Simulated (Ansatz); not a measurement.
# BF2 (SMILES F[B]F) at 6 levels

We compute a comparison of 6 runs (UHF/STO-3G, U-r2SCAN0/STO-3G, UBLYP/STO-3G, UPBE/STO-3G, UPBE0/STO-3G, FCI/STO-3G) of BF2. 

The calculation is run with Ansatz 0.2.0.

## Step 1: The molecule

BF2: 3 atoms, total charge 0, spin state doublet. As SMILES, `F[B]F`. The F3–B2 distance was set to 3.265 Å, away from the relaxed value. At this shape the atoms don't form one bonded unit as the SMILES string has it.

Bond lengths: F1–B2 1.306 Å.

## Step 2: A single-point energy at UHF/STO-3G (run 1)

File job.yaml:

```yaml
crystal:
  periodic: [false, false, false]
  atoms:
    - {symbol: F, position_ang: [2.135914, -1.791884, 0.963832]}
    - {symbol: B, position_ang: [1.901814, -0.507084, 0.985132]}
    - {symbol: F, position_ang: [-0.802900, 0.738900, -0.354600]}
basis:
  gaussian:
    orbitals: STO-3G
magnetization:
  spin_polarized: true
  initial_magnetization: 1
hamiltonian:
  xc: hf
accuracy: high
```

On the command line:

```console
$ ansatz run job.yaml --threads 1 --pin off --max-ram 2610MiB --events-out events.jsonl --progress --plain --runs-dir runs
```

Standard output:

```text
Warning: RAYON_NUM_THREADS=1 ignored (pool sized by the plan → 1); use --threads N
Functional definition: HF
  name "HF"
  exchange = exact_x
  correlation = 0
228 factors; integrals over basis functions are off by at most 3.9e-8 eV
mean field evaluation 1: about -5980.9537 eV, gradient 1.3e1 eV
mean field evaluation 2: about -5980.9755 eV, gradient 1.3e1 eV
mean field evaluation 4: about -5982.4075 eV, gradient 5.5e0 eV
mean field evaluation 8: about -5995.6776 eV, gradient 2.1e0 eV
mean field evaluation 16: about -5995.7331 eV, gradient 1.3e-3 eV
mean field evaluation 32: about -5995.7144 eV, gradient 2.5e-2 eV
mean field evaluation 64: about -5995.7080 eV, gradient 2.8e-2 eV
mean field evaluation 96: about -5995.7084 eV, gradient 1.6e-2 eV
mean field evaluation 128: about -5993.3343 eV, gradient 1.8e0 eV
mean field evaluation 160: about -5991.2548 eV, gradient 1.4e0 eV
mean field evaluation 192: about -5995.7266 eV, gradient 2.8e-2 eV
mean field -5995.73305658 eV, -220.3391257755 hartree, gradient 1.3e-8 eV, S^2 0.751307; 4 other end points of the search recorded, 0 dependent functions left out
reference -5995.73305658 eV, -220.3391257755 hartree; 12, 11 occupied and 3, 4 virtual orbitals, 228 factors
Total energy: -5995.73305658 eV, -220.3391257755 hartree
```

It took 0.18 s on 1 thread of Intel Xeon Platinum 8488C (Sapphire Rapids), shared host.

## Step 3: A single-point energy at U-r2SCAN0/STO-3G (run 2)

File molecule.yaml:

```yaml
crystal:
  periodic: [false, false, false]
  atoms:
    - symbol: F
      position_ang: [2.135914, -1.791884, 0.963832]
    - symbol: B
      position_ang: [1.901814, -0.507084, 0.985132]
    - symbol: F
      position_ang: [-0.802900, 0.738900, -0.354600]
basis:
  gaussian:
    orbitals: STO-3G
total_charge: 0
magnetization:
  spin_polarized: true
  initial_magnetization: 1
hamiltonian:
  xc: {name: r2SCAN0}
accuracy: high
```

On the command line:

```console
$ ansatz run molecule.yaml --threads 1 --pin off --max-ram 2610MiB --events-out events.jsonl --progress --plain --runs-dir runs
```

Standard output:

```text
Warning: RAYON_NUM_THREADS=1 ignored (pool sized by the plan → 1); use --threads N
Functional definition: r2SCAN0
  name "r2SCAN0"
  parameter a = 0.25
  parameter k0 = 0.174
  parameter k1 = 0.065
  parameter a1 = 4.9479
  exchange = (1 - a)*r2scan_x(k0 = k0, k1 = k1, a1 = a1) + a*exact_x
  correlation = r2scan_c
228 factors; integrals over basis functions are off by at most 3.9e-8 eV
mean field evaluation 1: about -6003.1147 eV, gradient 7.9e0 eV
mean field evaluation 2: about -5618.0426 eV, gradient 1.6e1 eV
mean field evaluation 4: about -6003.2996 eV, gradient 4.2e0 eV
mean field evaluation 8: about -6014.6019 eV, gradient 9.0e0 eV
mean field evaluation 16: about -6015.9094 eV, gradient 3.7e-2 eV
mean field evaluation 32: about -6015.9005 eV, gradient 1.1e-1 eV
mean field -6015.91195274 eV, -221.0806865314 hartree, gradient 1.4e-8 eV, S^2 0.750135; 5 other end points of the search recorded, 0 dependent functions left out
reference -6015.91195306 eV, -221.0806865433 hartree; 12, 11 occupied and 3, 4 virtual orbitals, 228 factors
Total energy: -6015.91195306 eV, -221.0806865433 hartree
```

Wall time 11 s (1 thread of Intel Xeon Platinum 8488C (Sapphire Rapids), shared host); peak memory 0.2 GiB.

Runs 3 to 5 aren't shown in full; the table further down has their settings and results.

## Step 4: A single-point energy at FCI/STO-3G (run 6)

File input.yaml:

```yaml
basis:
  gaussian:
    orbitals: STO-3G
crystal:
  periodic: [false, false, false]
  atoms:
    - {symbol: F, position_ang: [2.135914, -1.791884, 0.963832]}
    - {symbol: B, position_ang: [1.901814, -0.507084, 0.985132]}
    - {symbol: F, position_ang: [-0.802900, 0.738900, -0.354600]}
magnetization:
  spin_polarized: true
  initial_magnetization: 1
correlation:
  method: fci
  frozen_orbitals: {B: 1, F: 1}
accuracy: high
```

On the command line:

```console
$ ansatz run input.yaml --threads 1 --pin off --max-ram 2610MiB --events-out events.jsonl --progress --plain --runs-dir runs
```

Standard output, shortened:

```text
Warning: RAYON_NUM_THREADS=1 ignored (pool sized by the plan → 1); use --threads N
Functional definition: HF
  name "HF"
[...]
228 factors; integrals over basis functions are off by at most 3.9e-8 eV
[...]
mean field -5995.73305658 eV, -220.3391257755 hartree, gradient 1.3e-8 eV, S^2 0.751307; 13 other end points of the search recorded, 0 dependent functions left out
determinant -5995.73305658 eV, -220.3391257755 hartree, with singles and doubles -5997.89538764 eV, -220.4185899762 hartree
determinant -5995.71456759 eV, -220.3384463176 hartree, with singles and doubles -5997.87681014 eV, -220.4179072659 hartree
determinant -5995.73305658 eV, -220.3391257755 hartree, with singles and doubles -5997.89482474 eV, -220.4185692902 hartree
determinant -5995.71456759 eV, -220.3384463176 hartree, with singles and doubles -5997.87647812 eV, -220.4178950641 hartree
3 core orbitals not correlated: weight in the atoms' cores, before any rotation towards them, 1.000 or more for the frozen orbitals, at most 0.000 for the correlated occupied ones
reference -5995.73294485 eV, -220.3391216696 hartree; 9, 8 occupied and 3, 4 virtual orbitals, 228 factors
state -5998.10817764 eV, -220.4264098644 hartree
Total energy: -5998.10817764 eV, -220.4264098644 hartree
```

Wall time 1.1 s (1 thread of Intel Xeon Platinum 8488C (Sapphire Rapids), shared host).

## Step 5: Overview of the runs

| run | level | frozen core orbitals | energy (Eh) | ⟨S²⟩ | wall time |
| --- | --- | --- | --- | --- | --- |
| 1 | UHF/STO-3G | – | -220.339126 | 0.751 | 0.18 s |
| 2 | U-r2SCAN0/STO-3G | – | -221.080687 | 0.750 | 11 s |
| 3 | UBLYP/STO-3G | – | -221.070643 | 0.750 | 3.9 s |
| 4 | UPBE/STO-3G | – | -220.902395 | 0.750 | 3.9 s |
| 5 | UPBE0/STO-3G | – | -220.955024 | 0.750 | 2.4 s |
| 6 | FCI/STO-3G | 3 | -220.426410 | – | 1.1 s |

## Step 6: What came out

| quantity | value |
| --- | --- |
| run 6: total energy | -220.42641 Eh |
| run 6: correlation energy (3 core orbitals frozen) | -87.3 mEh |

What this shows: Against full CI in this basis: UHF +87.3 mEh. Totals of different functionals can't be ranked against each other. In runs 1, 2, 3, 4, 5, 6 the basis is minimal, so dipoles, gaps and forces are rough. All runs together took 22 s, the longest 11 s.
